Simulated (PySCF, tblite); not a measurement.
# HO2−: protonation, part 2 of 3

tblite 0.8.0 and PySCF 2.14.0. Atoms count from 0. The steps go on from the part before.

## (12) Harmonic vibrations (H2O2, OO): PBE0-D3(BJ)/ma-def2-SVP

Job settings and geometry (Å):

```
{"job": {"xc": "PBE0", "basis": "ma-def2-SVP", "d3": "d3bj", "grid": 2, "kind": "hessian"}, "charge": 0, "multiplicity": 1}
O      0.859208    -0.698827    -0.069050
O     -0.383421    -0.086982    -0.382927
H     -0.579087     0.381670     0.439990
H      1.439186    -0.309895    -0.737982
```

Standard output:

```text
coarse grid: 3416 points
cycle   1  E = -151.2143233310  dE =  1.061e-01  |g| = 4.145e-01  |ddm| = 1.852e+00
cycle   2  E = -151.2144543433  dE = -1.310e-04  |g| = 4.249e-01  |ddm| = 8.144e-01
cycle   3  E = -151.2486306073  dE = -3.418e-02  |g| = 5.813e-02  |ddm| = 3.946e-01
cycle   4  E = -151.2492294976  dE = -5.989e-04  |g| = 3.398e-03  |ddm| = 3.888e-02
cycle   5  E = -151.2492316232  dE = -2.126e-06  |g| = 5.976e-04  |ddm| = 2.894e-03
final grid: 33160 points
cycle   6  E = -151.2794160385  dE = -1.174e-05  |g| = 3.408e-03  |ddm| = 1.356e-02
cycle   7  E = -151.2794151631  dE =  8.754e-07  |g| = 4.028e-03  |ddm| = 5.721e-03
cycle   8  E = -151.2794182386  dE = -3.075e-06  |g| = 3.476e-04  |ddm| = 3.134e-03
cycle   9  E = -151.2794182522  dE = -1.360e-08  |g| = 2.144e-04  |ddm| = 3.243e-04
cycle  10  E = -151.2794182605  dE = -8.330e-09  |g| = 2.326e-05  |ddm| = 1.415e-04
cycle  11  E = -151.2794182606  dE = -1.045e-10  |g| = 1.134e-06  |ddm| = 2.468e-05
cycle  12  E = -151.2794182606  dE = -5.116e-13  |g| = 1.552e-07  |ddm| = 3.622e-06
converged SCF energy = -151.2794182606

mode    cm-1
  1     377.1
  2    1000.3
  3    1331.1
  4    1480.4
  5    3831.5
  6    3832.5
ZPE 70.896  H(298)-E 81.821  G(298)-E 14.144 kJ/mol  S 226.99 J/(mol K)
```

Run time: 4.8 s. Hardware: 1 thread of Arm Neoverse V1, shared host; peak memory 0.58 GiB.

Zero-point energy 70.90 kJ/mol (xTB gave 65.48).

## (13) Single point (H2O2, OO): M06-2X/ma-def2-TZVP

Geometry: PBE0-D3(BJ)/ma-def2-SVP.

Job settings and geometry (Å):

```
{"job": {"kind": "sp", "xc": "M06-2X", "basis": "ma-def2-TZVP", "grid": 3}, "charge": 0, "multiplicity": 1}
O      0.859208    -0.698827    -0.069050
O     -0.383421    -0.086982    -0.382927
H     -0.579087     0.381670     0.439990
H      1.439186    -0.309895    -0.737982
```

Standard output:

```text
coarse grid: 15304 points
cycle   1  E = -151.5201260146  dE =  6.577e-02  |g| = 4.129e-01  |ddm| = 1.342e+00
cycle   2  E = -151.5378645919  dE = -1.774e-02  |g| = 2.983e-01  |ddm| = 4.759e-01
cycle   3  E = -151.5517528709  dE = -1.389e-02  |g| = 5.534e-02  |ddm| = 1.794e-01
cycle   4  E = -151.5522348897  dE = -4.820e-04  |g| = 6.142e-03  |ddm| = 3.530e-02
cycle   5  E = -151.5522433652  dE = -8.475e-06  |g| = 9.600e-04  |ddm| = 6.021e-03
final grid: 47784 points
cycle   6  E = -151.5522921314  dE = -1.893e-06  |g| = 7.239e-04  |ddm| = 5.088e-03
cycle   7  E = -151.5522921731  dE = -4.171e-08  |g| = 4.845e-04  |ddm| = 8.013e-04
cycle   8  E = -151.5522922100  dE = -3.684e-08  |g| = 1.419e-04  |ddm| = 3.203e-04
cycle   9  E = -151.5522922130  dE = -2.995e-09  |g| = 5.611e-05  |ddm| = 9.343e-05
converged SCF energy = -151.5522922130
```

It took 1.4 s on 1 thread of Arm Neoverse V1, shared host.

## (14) Optimising the geometry with GFN2-xTB

This step treats H₂O₂, `[O-][OH2+]`.

Job settings and geometry (Å):

```
{"job": {"kind": "relax", "xc": "GFN2-xTB", "basis": "xTB"}, "charge": 0, "multiplicity": 1}
O      1.091200    -0.226400    -0.093300
O     -0.255500     0.456300    -0.183500
H     -0.789500    -0.239800     0.226700
H      0.072600     1.041600     0.555200
```

Standard output:

```text
step      E/eV     max force
  0    -243.96131    1.590
  1    -243.99362    0.663
  2    -244.01288    0.783
  3    -244.04755    0.595
  4    -244.05523    0.370
  5    -244.06014    0.155
  6    -244.06150    0.139
  7    -244.06348    0.154
  8    -244.06418    0.091
  9    -244.06436    0.027
 10    -244.06439    0.022
 11    -244.06442    0.022
 12    -244.06445    0.016
 13    -244.06446    0.006
```

Wall time 0.06 s (1 thread of Arm Neoverse V1, shared host).

The steps of the relaxation:

```
step  energy from step 0 (eV)  largest force (eV/Å)
   0                   0.0000                1.5903
   1                  -0.0323                0.6626
   2                  -0.0516                0.7829
   3                  -0.0862                0.5951
   4                  -0.0939                0.3701
   5                  -0.0988                0.1549
   6                  -0.1002                0.1391
   7                  -0.1022                0.1538
   8                  -0.1029                0.0913
   9                  -0.1030                0.0267
  10                  -0.1031                0.0217
  11                  -0.1031                0.0216
  12                  -0.1031                0.0164
  13                  -0.1031                0.0064
```

Distances of close pairs at the start and the end, largest changes first:

```
 bond  before (Å)  after (Å)  change (Å)
O0–O1       1.513      1.465      -0.047
O1–H3       0.998      0.980      -0.018
O1–H2       0.968      0.980      +0.011
```

The end geometry stands in the next job.

## (15) Harmonic vibrations with GFN2-xTB

Job settings and geometry (Å):

```
{"job": {"kind": "ir", "xc": "GFN2-xTB", "basis": "xTB"}, "charge": 0, "multiplicity": 1}
O      1.090036    -0.282105    -0.140122
O     -0.181941     0.444882    -0.129611
H     -0.785462    -0.246435     0.212981
H     -0.003802     1.115429     0.561857
```

Standard output:

```text
mode    cm-1     km/mol
  1     806.2    113.78
  2     918.9      6.96
  3    1020.2    156.50
  4    1332.0    153.61
  5    3242.1    120.69
  6    3254.3     45.73
ZPE 63.245  H(298)-E 73.609  G(298)-E 4.915 kJ/mol  S 230.40 J/(mol K)
```

Run time: 0.06 s. Hardware: 1 thread of Arm Neoverse V1, shared host.

The strongest bands and the atoms that carry them (share of the mass-weighted mode):

```
cm⁻¹  km/mol                      atoms
 806   113.8           O1 52 %, O0 38 %
 919     7.0           H2 46 %, H3 46 %
1020   156.5  H3 39 %, H2 39 %, O0 16 %
1332   153.6           H3 47 %, H2 47 %
3242   120.7           H2 47 %, H3 45 %
3254    45.7           H3 50 %, H2 47 %
```

## (16) Optimising the geometry at PBE0-D3(BJ)/ma-def2-SVP

This step treats H2O2, `[O-][OH2+]`.

Job settings and geometry (Å):

```
{"job": {"xc": "PBE0", "basis": "ma-def2-SVP", "d3": "d3bj", "grid": 1, "kind": "geom"}, "charge": 0, "multiplicity": 1}
O      1.090036    -0.282105    -0.140122
O     -0.181941     0.444882    -0.129611
H     -0.785462    -0.246435     0.212981
H     -0.003802     1.115429     0.561857
```

Standard output:

```text
step   0  E = -151.20088081  max force = 0.019371
step   1  E = -151.20247105  max force = 0.006101
step   2  E = -151.20276601  max force = 0.001159
step   3  E = -151.20276414  max force = 0.000405
step   4  E = -151.20276471  max force = 0.000080
optimisation converged
```

Wall time 1.8 s (1 thread of Arm Neoverse V1, shared host).

Relaxation path:

```
step  energy from step 0 (eV)  largest force component (eV/Å)
   0                   0.0000                          0.9961
   1                  -0.0433                          0.3137
   2                  -0.0513                          0.0596
   3                  -0.0512                          0.0208
   4                  -0.0513                          0.0041
```

Close pairs (by a distance rule), those that changed most:

```
 bond  before (Å)  after (Å)  change (Å)
O0–O1       1.465      1.504      +0.039
O1–H3       0.980      0.970      -0.009
O1–H2       0.980      0.970      -0.009
```

The next job starts from the end point, and lists it.

```
                         at the end point                  value
  point group (found at 0.08 Å tolerance)                     Cs
rotational constants (GHz, main isotopes)  298.2, 24.669, 23.785
                        dipole moment (D)                   5.16
```

## (17) Harmonic vibrations (H2O2, [O-][OH2+]): PBE0-D3(BJ)/ma-def2-SVP

Job settings and geometry (Å):

```
{"job": {"xc": "PBE0", "basis": "ma-def2-SVP", "d3": "d3bj", "grid": 2, "kind": "hessian"}, "charge": 0, "multiplicity": 1}
O      1.157573    -0.328578     0.003624
O     -0.088162     0.389195     0.444569
H     -0.135913     1.170831    -0.128430
H     -0.814704    -0.199333     0.185264
```

Standard output:

```text
coarse grid: 3416 points
cycle   1  E = -151.0756307914  dE =  1.521e-01  |g| = 6.249e-01  |ddm| = 1.912e+00
cycle   2  E = -150.9503253793  dE =  1.253e-01  |g| = 1.009e+00  |ddm| = 2.319e+00
cycle   3  E = -151.1709278737  dE = -2.206e-01  |g| = 1.022e-01  |ddm| = 1.613e+00
cycle   4  E = -151.1721785996  dE = -1.251e-03  |g| = 5.673e-02  |ddm| = 1.748e-01
cycle   5  E = -151.1727283438  dE = -5.497e-04  |g| = 1.227e-02  |ddm| = 5.369e-02
cycle   6  E = -151.1727578683  dE = -2.952e-05  |g| = 7.591e-04  |ddm| = 1.059e-02
cycle   7  E = -151.1727580603  dE = -1.921e-07  |g| = 2.261e-04  |ddm| = 2.890e-03
final grid: 33160 points
cycle   8  E = -151.2027924367  dE = -1.040e-05  |g| = 3.587e-03  |ddm| = 1.642e-02
cycle   9  E = -151.2027912291  dE =  1.208e-06  |g| = 4.313e-03  |ddm| = 5.932e-03
cycle  10  E = -151.2027949477  dE = -3.719e-06  |g| = 2.906e-04  |ddm| = 3.815e-03
cycle  11  E = -151.2027949581  dE = -1.042e-08  |g| = 1.934e-04  |ddm| = 3.536e-04
cycle  12  E = -151.2027949649  dE = -6.789e-09  |g| = 1.085e-05  |ddm| = 1.473e-04
cycle  13  E = -151.2027949649  dE = -3.470e-11  |g| = 2.375e-06  |ddm| = 2.806e-05
converged SCF energy = -151.2027949649

mode    cm-1
  1     695.9
  2     914.0
  3     918.3
  4    1580.4
  5    3744.2
  6    3842.8
ZPE 69.956  H(298)-E 80.448  G(298)-E 11.502 kJ/mol  S 231.24 J/(mol K)
```

It took 4.8 s on 1 thread of Arm Neoverse V1, shared host; peak memory 0.59 GiB.

Zero-point energy 69.96 kJ/mol (xTB gave 63.24).

## (18) Single point (H₂O₂, [O-][OH2+]): M06-2X/ma-def2-TZVP

Geometry: PBE0-D3(BJ)/ma-def2-SVP.

Job settings and geometry (Å):

```
{"job": {"kind": "sp", "xc": "M06-2X", "basis": "ma-def2-TZVP", "grid": 3}, "charge": 0, "multiplicity": 1}
O      1.157573    -0.328578     0.003624
O     -0.088162     0.389195     0.444569
H     -0.135913     1.170831    -0.128430
H     -0.814704    -0.199333     0.185264
```

Standard output:

```text
coarse grid: 15304 points
cycle   1  E = -151.3745699740  dE =  1.061e-01  |g| = 6.550e-01  |ddm| = 1.321e+00
cycle   2  E = -151.3404935953  dE =  3.408e-02  |g| = 8.577e-01  |ddm| = 1.134e+00
cycle   3  E = -151.4766654016  dE = -1.362e-01  |g| = 8.321e-02  |ddm| = 6.498e-01
cycle   4  E = -151.4775828193  dE = -9.174e-04  |g| = 4.142e-02  |ddm| = 8.269e-02
cycle   5  E = -151.4778542428  dE = -2.714e-04  |g| = 1.143e-02  |ddm| = 3.210e-02
cycle   6  E = -151.4778843852  dE = -3.014e-05  |g| = 1.977e-03  |ddm| = 1.066e-02
cycle   7  E = -151.4778860677  dE = -1.683e-06  |g| = 5.377e-04  |ddm| = 3.840e-03
final grid: 47784 points
cycle   8  E = -151.4779386438  dE = -2.114e-06  |g| = 1.297e-03  |ddm| = 5.981e-03
cycle   9  E = -151.4779385277  dE =  1.161e-07  |g| = 1.642e-03  |ddm| = 2.101e-03
cycle  10  E = -151.4779389780  dE = -4.503e-07  |g| = 1.819e-04  |ddm| = 7.930e-04
cycle  11  E = -151.4779389899  dE = -1.195e-08  |g| = 1.034e-04  |ddm| = 3.231e-04
cycle  12  E = -151.4779389949  dE = -4.966e-09  |g| = 3.134e-05  |ddm| = 1.811e-04
converged SCF energy = -151.4779389949
```

Run time: 1.7 s. Hardware: 1 thread of Arm Neoverse V1, shared host.

## (19) Protonation: M06-2X/ma-def2-TZVP

This step combines the energies above: geometries from PBE0-D3(BJ)/ma-def2-SVP, zero-point and thermal terms from PBE0-D3(BJ)/ma-def2-SVP.

Job settings and geometry (Å):

```
{"job": {"kind": "pa", "geom": {"xc": "PBE0", "basis": "ma-def2-SVP", "d3": "d3bj", "grid": 1}, "hess": 1, "level": {"xc": "M06-2X", "basis": "ma-def2-TZVP", "grid": 3}}, "charge": -1, "multiplicity": 1}
O      1.074994    -0.220270    -0.087985
O     -0.244790     0.447689    -0.160516
H     -0.806966    -0.232191     0.223518
```

Output (the driver's rows laid out field by field):

```text
protonation site by site, M06-2X/ma-def2-TZVP // PBE0-D3(BJ)/ma-def2-SVP

row 1
  formula                 H2O2
  charge                  0
  multiplicity            1
  smiles                  OO
  kept                    yes
  pieces                  1
  point_group             C2
  atom                    0
  element                 O
  electronic              1602.64
  enthalpy                1572.14
  free_energy             1540.07
  share_gas               1.0

row 2
  formula                 H2O2
  charge                  0
  multiplicity            1
  smiles                  [O-][OH2+]
  kept                    yes
  pieces                  1
  point_group             Cs
  atom                    1
  element                 O
  electronic              1407.42
  enthalpy                1378.29
  free_energy             1347.5
  share_gas               1.833e-34
```

Run time: 31 s. Hardware: 1 thread of Arm Neoverse V1, shared host.

Energy given off on adding a proton (kJ/mol, gas phase, 298 K for the thermal columns):

```
site     product  electronic  enthalpy  free energy
  O0          OO      1602.6    1572.1       1540.1
  O1  [O-][OH2+]      1407.4    1378.3       1347.5
```

## (20) Single point (HO₂−): wavefunction

Geometry: PBE0-D3(BJ)/ma-def2-SVP.

Job settings and geometry (Å):

```
{"job": {"kind": "sp", "xc": "CCSD(T)", "basis": "jun-cc-pV(T+d)Z", "grid": 2}, "charge": -1, "multiplicity": 1}
O      1.074994    -0.220270    -0.087985
O     -0.244790     0.447689    -0.160516
H     -0.806966    -0.232191     0.223518
```

Level: wavefunction single point, frozen core, gas phase.

Standard output:

```text
final grid: 27792 points
cycle   1  E = -150.1371891193  dE = -3.005e-01  |g| = 5.760e-01  |ddm| = 1.212e+00
cycle   2  E = -150.1854878475  dE = -4.830e-02  |g| = 4.338e-01  |ddm| = 6.998e-01
cycle   3  E = -150.2173729453  dE = -3.189e-02  |g| = 5.472e-02  |ddm| = 2.385e-01
cycle   4  E = -150.2183201058  dE = -9.472e-04  |g| = 3.133e-02  |ddm| = 4.567e-02
cycle   5  E = -150.2186368056  dE = -3.167e-04  |g| = 1.124e-02  |ddm| = 2.745e-02
cycle   6  E = -150.2187391348  dE = -1.023e-04  |g| = 4.305e-03  |ddm| = 1.831e-02
cycle   7  E = -150.2187549865  dE = -1.585e-05  |g| = 8.965e-04  |ddm| = 8.865e-03
cycle   8  E = -150.2187558745  dE = -8.881e-07  |g| = 2.714e-04  |ddm| = 2.224e-03
cycle   9  E = -150.2187559618  dE = -8.729e-08  |g| = 1.121e-04  |ddm| = 7.160e-04
cycle  10  E = -150.2187559803  dE = -1.853e-08  |g| = 4.621e-05  |ddm| = 3.556e-04
cycle  11  E = -150.2187559836  dE = -3.284e-09  |g| = 1.741e-05  |ddm| = 1.507e-04
converged SCF energy = -150.2187559836
E(HF, exact integrals) = -150.2188262109
E(MP2) = -150.7307767335
E(CCSD) = -150.7320361655
E(CCSD(T)) = -150.7544082891
T1 diagnostic = 0.0219
```

Run time: 18 s. Hardware: 1 thread of Arm Neoverse V1, shared host; peak memory 0.61 GiB.

## (21) Single point (H₂O₂, OO): wavefunction

Geometry: PBE0-D3(BJ)/ma-def2-SVP.

Job settings and geometry (Å):

```
{"job": {"kind": "sp", "xc": "CCSD(T)", "basis": "jun-cc-pV(T+d)Z", "grid": 2}, "charge": 0, "multiplicity": 1}
O      0.859208    -0.698827    -0.069050
O     -0.383421    -0.086982    -0.382927
H     -0.579087     0.381670     0.439990
H      1.439186    -0.309895    -0.737982
```

With the program's defaults for keys left out, this is: wavefunction single point, frozen core, gas phase.

Standard output:

```text
final grid: 33160 points
cycle   1  E = -150.8130599962  dE = -6.187e-02  |g| = 3.784e-01  |ddm| = 1.302e+00
cycle   2  E = -150.8390157058  dE = -2.596e-02  |g| = 8.442e-02  |ddm| = 2.801e-01
cycle   3  E = -150.8402283406  dE = -1.213e-03  |g| = 2.482e-02  |ddm| = 5.541e-02
cycle   4  E = -150.8403790454  dE = -1.507e-04  |g| = 8.291e-03  |ddm| = 2.019e-02
cycle   5  E = -150.8404010602  dE = -2.201e-05  |g| = 1.845e-03  |ddm| = 6.510e-03
cycle   6  E = -150.8404030598  dE = -2.000e-06  |g| = 4.445e-04  |ddm| = 2.372e-03
cycle   7  E = -150.8404032031  dE = -1.433e-07  |g| = 1.262e-04  |ddm| = 7.117e-04
cycle   8  E = -150.8404032172  dE = -1.415e-08  |g| = 4.853e-05  |ddm| = 2.420e-04
cycle   9  E = -150.8404032199  dE = -2.701e-09  |g| = 1.502e-05  |ddm| = 1.228e-04
converged SCF energy = -150.8404032199
E(HF, exact integrals) = -150.8404493913
E(MP2) = -151.3404724381
E(CCSD) = -151.3473618318
E(CCSD(T)) = -151.3664057359
T1 diagnostic = 0.0120
```

Wall time 29 s (1 thread of Arm Neoverse V1, shared host); peak memory 0.88 GiB.

(Part 2 of 3 ends here.)
